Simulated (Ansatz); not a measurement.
**AlBH₂ (triplet): wave-function methods side by side at scale of all distances = 2.377, 6-31G**

How much of the correlation energy of AlBH₂ (triplet) does each wave-function method recover here?

Program: Ansatz 0.2.0, Gaussian basis. Level of theory: 6-31G, core rule «outside noble gas», up to 6 orbitals frozen. These are calculated values, not measurements.

The runs, in order: UHF; CCSD(T) on ROHF; CCSD(T) on UHF; BCCD(T) on ROHF; CISD; CCSDT(Q) on ROHF; CCSDT(Q) on UHF; CISDTQ; CASSCF and MRCISD+Q, 4 electrons in 4 orbitals; CASSCF and NEVPT2, 4 electrons in 4 orbitals; CASSCF and MRCISD+Q, 8 electrons in 10 orbitals; CASSCF and NEVPT4(SD), 8 electrons in 10 orbitals; CASSCF and NEVPT2, 8 electrons in 10 orbitals; Full CI.

11 further runs of the same task are left out: 9 that didn't finish, 2 set aside as unsound or not needed.

### Step 1. The system

The geometry derives from a PBE0/def2-TZVP stationary point (not a proven minimum). All distances are scaled together.

4 atoms, charge 0, spin multiplicity 3.

Atoms are counted from 1 here; the program's logs count them from 0.

No contacts short enough for the rule that draws bonds.

Geometry (Å):

```xyz
4

B     0.0000    0.0000    3.6870
Al    0.0000    0.0000   -1.2556
H     0.0000   -3.3547   -2.9682
H     0.0000    3.3547   -2.9682
```

### Step 2. UHF

Contents of in.yaml:

```yaml
crystal:
  periodic: [false, false, false]
  atoms:
    - {symbol: B, position_ang: [0.000000, 0.000000, 3.687010]}
    - {symbol: Al, position_ang: [0.000000, 0.000000, -1.255552]}
    - {symbol: H, position_ang: [0.000000, -3.354724, -2.968198]}
    - {symbol: H, position_ang: [0.000000, 3.354724, -2.968198]}
basis:
  gaussian: {orbitals: 6-31G}
magnetization: {spin_polarized: true, initial_magnetization: 2}
hamiltonian: {xc: hf}
output: {orbitals: {seedname: orbitals}}
```

Command:

```bash
ansatz run in.yaml --threads 1 --pin off --events-out ev --progress --plain --max-ram 2393MiB
```

Further steps of the session: CCSD(T) on ROHF; CCSD(T) on UHF; BCCD(T) on ROHF; CISD; CCSDT(Q) on ROHF; CCSDT(Q) on UHF; CISDTQ; CASSCF and MRCISD+Q, 4 electrons in 4 orbitals; CASSCF and NEVPT2, 4 electrons in 4 orbitals; CASSCF and MRCISD+Q, 8 electrons in 10 orbitals; CASSCF and NEVPT4(SD), 8 electrons in 10 orbitals; CASSCF and NEVPT2, 8 electrons in 10 orbitals; Full CI.

Before running them: what should the planned runs give, taken together? Wanted: FCI below the RHF energy; RMP2 from FCI; UMP2 from FCI; RCCSD from FCI; RCCSD(T) from FCI; UCCSD(T) from FCI; RCCSDT(Q) from FCI; UCCSDT(Q) from FCI; NEVPT2 pair from FCI.

The runs gave:

| quantity | value |
| --- | --- |
| FCI below the RHF energy | -3.9630 eV |
| RMP2 from FCI | +186.3 kJ/mol |
| UMP2 from FCI | +100.7 kJ/mol |
| RCCSD from FCI | +10.8 kJ/mol |
| RCCSD(T) from FCI | +2.6 kJ/mol |
| UCCSD(T) from FCI | +3.2 kJ/mol |
| RCCSDT(Q) from FCI | +0.6 kJ/mol |
| UCCSDT(Q) from FCI | +0.1 kJ/mol |
| NEVPT2 pair from FCI | +89.9 kJ/mol |
| NEVPT2 valence from FCI | +20.0 kJ/mol |
| NEVPT4(SD) valence from FCI | +6.6 kJ/mol |
| levels within 1 kcal/mol (43 meV) | RCCSD(T), UCCSD(T), RCCSDT, UCCSDT, RCCSDT(Q), UCCSDT(Q), MRCISD valence, MRCISD+Q valence |
| T1 diagnostic | 0.110 |
| effectively unpaired electrons | 3.40 |

**Reading.** RCCSD(T) misses by +2.6 kJ/mol, 0.7 % of the correlation energy. With 3.4 effectively unpaired electrons against 2 the state is strongly multireference. Coupled cluster on one determinant still stays close here. Of the multireference levels listed MRCISD+Q valence comes nearest in total energy (+3.1 kJ/mol), which doesn't show that its space is the better one. These misses are within one basis, not against nature; the frozen cores of restricted and unrestricted runs differ, which can shift their rows.
